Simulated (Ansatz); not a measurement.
# MgF+ (triplet): the correlation ladder, def2-TZVPP

The task here is to estimate one member of a computed series from the others.

The runs use Ansatz 0.2.0, Gaussian basis; def2-TZVPP, core rule «outside noble gas», up to 6 orbitals frozen.

To be run: UHF; ROHF; CCSD(T) on UHF.

2 further runs of the same task are left out: 2 set aside as unsound or not needed.

## The system

The geometry is a PBE0/def2-TZVP stationary point (not a proven minimum) of the parent state, kept for this charge and spin.

2 atoms, charge 1, spin multiplicity 3.

Atoms are counted from 1 here; the program's logs count them from 0.

Bond lengths: F1–Mg2 1.700 Å.

Set-up of the first run:

Contents of in.yaml:

```yaml
crystal:
  periodic: [false, false, false]
  atoms:
    - {symbol: F, position_ang: [0.000000, 0.000000, 0.000000]}
    - {symbol: Mg, position_ang: [0.000000, 0.000000, 1.699800]}
basis:
  gaussian: {orbitals: def2-TZVPP}
total_charge: 1
magnetization: {spin_polarized: true, initial_magnetization: 2}
hamiltonian: {xc: hf}
output: {orbitals: {seedname: orbitals}}
```

On the command line:

```sh
> ansatz run in.yaml --threads 1 --pin off --events-out ev --progress --plain --max-ram 4096MiB --backend cpu
```

Among the steps run: UHF; ROHF; CCSD(T) on UHF.

One of the session's tables, all rows but one given; the rest of the session is left out.

It belongs to the step «Misses and costs». 

| method | from UCCSD(T) (kJ/mol) |
| --- | --- |
| ROHF | +574.8 |
| UHF | +562.3 |
| UMP2 | ? |
| UCCSD | +9.3 |
| UCCSD(T) | 0 |

**Question.** Estimate the row for UMP2.

As computed: from UCCSD(T) (kJ/mol): +42.7. In the column «from UCCSD(T) (kJ/mol)» it lies between UCCSD (+9.3) and UHF (+562.3).
